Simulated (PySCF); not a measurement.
Phosphorus: a sound run and one with changed settings

Sound run: P [Ne] 3s2 3p3, P⁺ [Ne] 3s2 3p2. Calculation: PySCF 2.14, in pcseg-2; the non-relativistic Hamiltonian (point nucleus). In the sound run the correlated levels freeze [Ne]. The sound run starts from symmetry-adapted Hartree-Fock orbitals and uses a fine grid where one is needed.

Changed run: basis STO-3G. This setting is unsound on purpose.

| species | method | sound run (hartree) | changed run (hartree) | converged |
| --- | --- | --- | --- | --- |
| P | UHF | -340.70921 | -336.86877 | yes |
| P | LDA | -339.99998 | -336.04658 | yes |
| P | BP86 | -341.30178 | -337.36431 | yes |
| P | MP2 | -340.78445 | -336.86877 | yes |
| P⁺ | UHF | -340.34439 | -336.62453 | yes |
| P⁺ | LDA | -339.61092 | -335.77920 | yes |
| P⁺ | BP86 | -340.91442 | -337.09589 | yes |
| P⁺ | MP2 | -340.40357 | -336.63238 | yes |
| P⁺ | CCSD(T) | -340.42493 | -336.63868 | yes |

Ionisation energy of P:

```
 method  sound run (eV)  changed run (eV)
    UHF           9.927             6.646
    LDA          10.587             7.276
   BP86          10.541             7.304
    MP2          10.364             6.433
SCS-MP2          10.219             6.390
```

A minimal basis cannot let orbitals breathe on ionisation and holds almost no correlation.

For comparison, NIST gives 10.487 eV between the lowest levels.
